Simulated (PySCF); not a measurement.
Metal–ligand bonds in Zn(OH)1–Y. Isolated molecules, 0 K electronic values unless said otherwise. One relaxed conformer stands for each flexible species; it need not be the lowest. Multiplicities are imposed; where one is given, others were not computed. Strings in code marks are SMILES.

Quantity: electronic energy of homolysis of the metal–ligand bond (relaxed doublet parts, no counterpoise, zero-point or spin–orbit term), in eV.

Level 1: TPSSh-D3(BJ)/def2-TZVP // PBE-D3(BJ)/def2-SVP (PySCF)
Level 2: BP86/6-31G* (LANL2DZ on Zn) // PBE-D3(BJ)/def2-SVP (PySCF)
Level 3: M06-2X/6-31G* (LANL2DZ on Zn) // PBE-D3(BJ)/def2-SVP (PySCF)
Level 4: PBE/6-31G* (LANL2DZ on Zn) // PBE-D3(BJ)/def2-SVP (PySCF)

```tsv
species	level 2	level 3	level 4
OH: [Zn(OH)2]	3.91	3.88	3.98
NH2: [Zn(OH)(NH2)]	3.16	3.27	3.23
Cl: [Zn(OH)(Cl)]	4.05	4.18	4.11
```

### Question
What does level 1 give for each?

### Answer

- OH: [Zn(OH)2]: 4.14
- NH2: [Zn(OH)(NH2)]: 3.51
- Cl: [Zn(OH)(Cl)]: 4.47
